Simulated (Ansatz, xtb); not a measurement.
# Two isomers of CH8Si2

We compare a, `C[SiH2][SiH3]`, a singlet, with b, `[SiH3]C[SiH3]`, a singlet. Both are isolated molecules in the gas phase, relaxed with B3LYP-D3(BJ)/6-311G**.

Quicker runs give these differences E(b) − E(a): GFN2-xTB −0.268 eV; HF/STO-3G +0.187 eV (at GFN2-xTB geometries); r2SCAN-D4/def2-SVP +0.005 eV (at GFN2-xTB geometries).

Problem. Which of the two would you expect CCSD(T)/def2-TZVP electronic energies to favour?

Solution. Too close to call at this level: CCSD(T)/def2-TZVP gives E(b) − E(a) = −0.029 eV.

Level by level:

| level | geometry | E(b) − E(a) (eV) | departure from the last row (eV) | job, with rough time for the two |
| --- | --- | --- | --- | --- |
| GFN2-xTB | GFN2-xTB | −0.268 | −0.238 | optimisation, 0.11 s |
| HF/STO-3G | GFN2-xTB | +0.187 | +0.216 | single point, 0.2 s |
| r2SCAN-D4/def2-SVP | GFN2-xTB | +0.005 | +0.035 | single point, 3 s |
| B3LYP-D3(BJ)/6-311G** | B3LYP-D3(BJ)/6-311G** | +0.047 | +0.076 | optimisation, 22 s |
| HF/def2-TZVP | B3LYP-D3(BJ)/6-311G** | −0.084 | −0.054 | part of the CCSD(T) run |
| MP2/def2-TZVP | B3LYP-D3(BJ)/6-311G** | −0.095 | −0.066 | part of the CCSD(T) run |
| CCSD(T)/def2-TZVP | B3LYP-D3(BJ)/6-311G** | −0.029 |  | single point, 31 s |

As drawn, b has 1 C–Si, 1 Si–H in place of 1 Si–Si, 1 C–H.

The largest departure from CCSD(T)/def2-TZVP is that of GFN2-xTB, 0.238 eV.

With harmonic frequencies from B3LYP-D3(BJ)/6-311G** (ideal gas, rigid rotor, one conformer each, 298.15 K, 1 atm): the zero-point term adds −0.040 eV; ΔH is −0.080 and ΔG −0.046 eV.

The correlated steps freeze 11 core orbitals. Codes used: Ansatz 0.2.0, xtb 6.7.1; the last row on 2 threads of Arm Neoverse V1 on a shared host.
